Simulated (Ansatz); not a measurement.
This Ansatz (a first-principles code) input (wB97M-V/aug-pcseg-1) gives -499.36041 Eh with 68 basis functions. A basis named .json is the Basis Set Exchange file of that set (core-valence sets with the plain set on hydrogen).

Ansatz 0.2 input:
```yaml
crystal:
  periodic: [false, false, false]
  atoms:
    - {symbol: C, position_ang: [0.01225366, -0.24478813, -1.08693639]}
    - {symbol: Cl, position_ang: [-0.00641773, 0.12820516, 0.56927130]}
    - {symbol: H, position_ang: [0.96940014, -0.33504208, -1.57184899]}
    - {symbol: H, position_ang: [-0.93382079, -0.37571690, -1.58414476]}
basis:
  gaussian:
    orbitals: aug-pcseg-1.json
hamiltonian:
  xc: {name: wB97M-V}
magnetization: {spin_polarized: true, initial_magnetization: 1}
```

Change:
```diff
- orbitals: aug-pcseg-1.json
+ orbitals: 6-311+G__.json
```

What does the run give now?

-499.41327 Eh (wB97M-V/6-311+G**, 65 functions), a change of -52.86 mEh.
